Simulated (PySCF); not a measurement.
Start geometry of `C[SiH2]O` from GFN2-xTB (Å):
```
atom  x, y, z in Å
C1    -1.1497   -0.0725   -0.0152
Si2    0.6852   -0.4224    0.0507
O3     1.5584    0.8625   -0.4240
H4    -1.7206   -0.9317    0.2007
H5    -1.4702    0.2929   -1.0163
H6    -1.4642    0.7239    0.6939
H7     1.1057   -1.4164   -0.9288
H8     1.0565   -0.7898    1.4219
H9     1.4567    1.7363   -0.0168
```

Problem. What comes out of this run: PySCF 2.14.0, PBE0-D3(BJ)/def2-SVP geometry optimisation, gas phase?

Solution. 
```
atom  x, y, z in Å
C1    -1.1749   -0.0626    0.0036
Si2    0.6711   -0.3711   -0.0334
O3     1.5345    0.9903   -0.4700
H4    -1.7164   -0.9972    0.2215
H5    -1.5248    0.3182   -0.9684
H6    -1.4470    0.6722    0.7776
H7     1.0009   -1.3949   -1.0643
H8     1.1112   -0.8626    1.3141
H9     1.6030    1.6890    0.1859
```

The energy falls by 3.3 kcal/mol over 6 energy and gradient evaluations, the largest force component goes from 0.0367 to 2.2e-04 Eh/bohr, and the atoms move by 0.089 Å rms after alignment. The bond that changes most is C1–H4 (Si-methyl carbon to methyl hydrogen), which lengthens by 0.048 Å. Bonds longer at the end by more than 0.005 Å: 4 of 8; shorter: 3. Among the angles that change most is Si2–O3–H9, from 122.3° to 116.8°. Among the dihedrals that turn most is C1–Si2–O3–H9, from 55° to 73°. Rotational constants go from 19660, 6632, 5491 to 19489, 6394, 5345 MHz. The orientation of the end geometry is arbitrary; only internal coordinates are fixed.

The run used 76 basis functions and 37 SCF cycles in all. Hardware: Arm Neoverse V2, one thread (shared host). Cost: 9.3 s, 0.33 GiB resident at most.

Whether it is a minimum is left open (no frequencies). One conformer, not necessarily the lowest.
